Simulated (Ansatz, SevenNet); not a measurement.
For cubic BN, the machine-learned potential SevenNet-l3i5 (trained on PBE and PBE+U data) gives:

```
Property                         Result
------------------------------  -------
lattice constant a              3.618 Å
elastic constant C11            666 GPa
elastic constant C44            349 GPa
Voigt–Reuss–Hill shear modulus  277 GPa
```

**Question.** What does HSE06 (plane waves, PAW; Ansatz, an electronic-structure program) give for the same quantities?

**Answer.** 
- lattice constant a: 3.596 Å (shrinks by 0.6 %)
- elastic constant C11: 841 GPa (grows by 26 %)
- elastic constant C44: 482 GPa (rises by 38 %)
- Voigt–Reuss–Hill shear modulus: 413 GPa (rises by 49 %)

For comparison: lattice constant a 3.593 Å (measured, corrected for zero-point motion; as tabulated in Goldzak et al. (2022), arXiv:2208.04865); elastic constant C11 820 GPa (measured, temperature not stated, not corrected to a static lattice; as tabulated in Råsander and Moram (2015), arXiv:1505.02379); elastic constant C44 480 GPa (measured, temperature not stated, not corrected to a static lattice; as tabulated in Råsander and Moram (2015), arXiv:1505.02379).

Changes are worked out from the printed values.

Unless a cell is named, each level is at its own relaxed cell (SevenNet-l3i5 5.92, HSE06 5.81 Å³/atom).

Ansatz's density-functional and Hartree–Fock values are scalar-relativistic unless marked +SOC, with PAW data made under PBE.
